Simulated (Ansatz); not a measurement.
Cost and result for the atomization energy of CH$_{6}$BN (`CBN`) (9 atoms, 8 bonds).

```tsv
atom	x (Å)	y (Å)	z (Å)
C1	-0.130	1.162	0.135
B2	-0.193	-0.281	-0.477
N3	0.331	-1.387	0.186
H4	-1.138	1.576	0.239
H5	0.397	1.841	-0.544
H6	0.359	1.215	1.112
H7	-0.702	-0.479	-1.548
H8	0.300	-2.319	-0.188
H9	0.776	-1.328	1.087
```

Charge 0, multiplicity 1. The geometry is a stationary point of PBE0-D4/def2-TZVP. It is one conformer, not always the lowest. Program: Ansatz. All runs use 2 threads of a server CPU on a shared host. Times are those of one run each, without the atoms' runs, and a repeat can differ threefold. Electronic energies, without spin–orbit coupling; frozen cores. CCSD(T)/CBS adds CCSD(T) − MP2 in def2-TZVPP to the MP2 limit, and its time is that of the two runs behind it. T1 = 0.011. HSE06 is the plane-wave form, built on full-range PBE exchange.

CCSD(T)/CBS is a level of theory with its own doubt, some kJ/mol a heavy atom from the limit and from the frozen cores, so smaller differences don't rank the functionals.

```csv
level,functions,wall time
CCSD(T)/def2-SVP,72,1.4 s
revPBE-D4/def2-TZVPP,177,1.6 s
BLYP-D4/def2-TZVPP,177,1.6 s
PBE0-D4/def2-TZVPP,177,1.8 s
PBE-D4/def2-TZVPP (with forces),177,1.9 s
HSE06-D4/def2-TZVPP,177,2.2 s
PBE-QIDH/def2-TZVPP,177,3.1 s
r2SCAN-D4/def2-TZVPP (with forces),177,3.5 s
ωB97X-V/def2-TZVPP,177,6 s
ωB97M-V/def2-TZVPP (with forces),177,7.5 s
MP2/def2-QZVPP,351,12 s
CCSD(T)/def2-TZVPP,177,25 s
CCSD(T)/CBS(def2),–,37 s
```

(1) What atomization energy does each give, and how far from CCSD(T)/CBS? (Best estimate.)

Results:

(1) The calculation gave: 
| level | atomization (kJ/mol) | difference from CCSD(T)/CBS | per bond |
| --- | --- | --- | --- |
| CCSD(T)/def2-SVP | 3217.3 | -153.4 | -19.2 |
| revPBE-D4/def2-TZVPP | 3361.1 | -9.6 | -1.2 |
| BLYP-D4/def2-TZVPP | 3390.6 | 19.9 | 2.5 |
| PBE0-D4/def2-TZVPP | 3391.2 | 20.5 | 2.6 |
| PBE-D4/def2-TZVPP (with forces) | 3435.9 | 65.2 | 8.1 |
| HSE06-D4/def2-TZVPP | 3393.6 | 22.9 | 2.9 |
| PBE-QIDH/def2-TZVPP | 3360.2 | -10.5 | -1.3 |
| r2SCAN-D4/def2-TZVPP (with forces) | 3384.6 | 13.9 | 1.7 |
| ωB97X-V/def2-TZVPP | 3387.0 | 16.3 | 2.0 |
| ωB97M-V/def2-TZVPP (with forces) | 3398.8 | 28.1 | 3.5 |
| MP2/def2-QZVPP | 3365.8 | -4.9 | -0.6 |
| CCSD(T)/def2-TZVPP | 3293.3 | -77.4 | -9.7 |
| CCSD(T)/CBS(def2) | 3370.7 | 0.0 | 0.0 |

From r2SCAN to r2SCAN0 (25 % exact exchange), in def2-TZVPP and without D4, the atomization energy moves by −34.7 kJ/mol: exact exchange takes away binding that semilocal exchange gives to molecules. In def2-TZVPP, CCSD(T) changes the Hartree–Fock value by +751.1 kJ/mol (the triples alone add +36.3 kJ/mol) and MP2 by +777.8 kJ/mol; breaking electron pairs costs correlation energy, which Hartree–Fock lacks. At CCSD(T), def2-SVP lies −153.4 kJ/mol from the extrapolated value and def2-TZVPP −77.4 kJ/mol: correlation converges slowly with the basis, and small sets miss more of it in the bonded molecule than in its fragments.
